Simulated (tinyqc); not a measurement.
Worked calculation: Pariser-Parr-Pople SCF with singles CI, for the molecule C=C1C=CC=C1 (SMILES; centres numbered as the heavy atoms are written). One step of it, computed by the program tinyqc.

Task: Singles CI, triplets. Over the 4 single excitations with the smallest orbital gaps: A = (e_a - e_i) delta - (ij|ab), with (pq|rs) = sum c_mp c_mq gamma_mn c_nr c_ns.

orbital energies (eV): -13.424359  -10.309516  -9.206353  -3.041811  1.326060  1.617784

coefficients:
```
         MO1        MO2        MO3        MO4        MO5        MO6
1C  0.331807   0.558707   0.000000   0.681428   0.000000  -0.336759
2C  0.545223   0.443069   0.000000  -0.312892   0.000000   0.639155
3C  0.408161  -0.093394   0.597055  -0.345934  -0.378848  -0.452783
4C  0.360171  -0.486873   0.378848   0.314972   0.597055   0.184458
5C  0.360171  -0.486873  -0.378848   0.314972  -0.597055   0.184458
6C  0.408161  -0.093394  -0.597055  -0.345934   0.378848  -0.452783
```

repulsion gamma_rs (eV), lower triangle:
```
           1C         2C         3C         4C         5C         6C
1C  11.130000
2C   5.345539  11.130000
3C   3.800534   5.344818  11.130000
4C   2.929109   4.046371   5.346212  11.130000
5C   2.929109   4.046371   4.045936   5.345539  11.130000
6C   3.800534   5.344818   4.045107   4.045936   5.346212  11.130000
```

Give: triplet CI matrix; triplet excitation energies.

Result:

triplet CI matrix (eV), lower triangle:
```
        3>4      2>4      1>4     3>5
3>4  1.2783
2>4  0.0000   1.6876
1>4  0.0000  -0.7300   5.0619
3>5  0.0000   0.5950  -0.9151  4.5198
```

triplet excitation energies (eV): 1.2783  1.4794  3.8370  5.9528
